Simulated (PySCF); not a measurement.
# Gas-phase XPS of `C=CC(F)F`, computed

Compound: C3H4F2.
Numbering: `[CH2:1]=[CH:2][CH:3]([F:4])[F:5]`

Level of theory: delta-SCF UKS SCAN, pcX-2 on the ionised atom, pcseg-1 elsewhere, spin-free X2C in PySCF. Vertical ΔSCF values, vacuum level as zero.

**Question.** Give the core binding energies atom by atom.

**Answer.** 
| atom(s) | bonded to | level | binding energy (eV) | above the level's lowest (eV) | count |
| --- | --- | --- | --- | --- | --- |
| C1 | C (double bond) and 2 H | C 1s | 291.09 | 0.00 | 1 |
| C2 | C (double bond), C and H | C 1s | 291.28 | +0.19 | 1 |
| C3 | 2 F, C and H | C 1s | 295.84 | +4.75 | 1 |
| F4/F5 | C | F 1s | 693.36 | 0.00 | 2 |

The listed C 1s values span 4.75 eV, from C1 (bonded to C (double bond) and 2 H) to C3 (bonded to 2 F, C and H).

**Question.** What is the longest wavelength that can ionise F 1s of F4/F5 vertically?

**Answer.** λ = hc/E = 12398.42 eV Å / 693.36 eV = 17.882 Å.

**Question.** Which photon energy gives electrons from F 1s of F4/F5 a kinetic energy of 200 eV, and what is their de Broglie wavelength?

**Answer.** hν = 693.36 + 200 = 893.36 eV, recoil neglected; λ = 12.264 Å/√(E/eV) = 0.87 Å.

Topologically equivalent atoms share the value of their first member; where this conformer doesn't relate them by symmetry, their own values could differ. One conformer (not necessarily the lowest) at the PBE0-D3(BJ)/def2-SVP geometry, without solvent, vibrations or thermal averaging.

Conformer computed: `[CH2:1]=[CH:2][CH:3]([F:4])[F:5]`: C1–C2–C3–F4 7°.
